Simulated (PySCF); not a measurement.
Computed with PySCF and rigid-rotor harmonic-oscillator thermochemistry at 1 bar. The comparison is the NASA 1993 polynomial table, which mixes measured and estimated data. All species are closed-shell singlets. The harmonic model lacks anharmonicity and excited electronic states, which grow with temperature; levels with a mode under 35 cm⁻¹ are left out.

Harmonic frequencies at PBE/def2-SVP (cm⁻¹): 2159. Point group C∞v; S°(298 K) = 197.8 J/mol/K at this level.

Q: Work out Cp and S° of gaseous CO at 500, 800, 1200, 1600, 2000 K from these, and set them beside the table.

A: 
```json
[
 {"T (K)": "500", "Cp PBE/def2-SVP": "29.7", "Cp table": "29.8", "S° PBE/def2-SVP": "213.0", "S° table": "212.8"},
 {"T (K)": "800", "Cp PBE/def2-SVP": "31.8", "Cp table": "31.9", "S° PBE/def2-SVP": "227.4", "S° table": "227.3"},
 {"T (K)": "1200", "Cp PBE/def2-SVP": "34.0", "Cp table": "34.1", "S° PBE/def2-SVP": "240.7", "S° table": "240.7"},
 {"T (K)": "1600", "Cp PBE/def2-SVP": "35.2", "Cp table": "35.4", "S° PBE/def2-SVP": "250.7", "S° table": "250.7"},
 {"T (K)": "2000", "Cp PBE/def2-SVP": "35.9", "Cp table": "36.3", "S° PBE/def2-SVP": "258.6", "S° table": "258.7"}
]
```
Units J/mol/K.
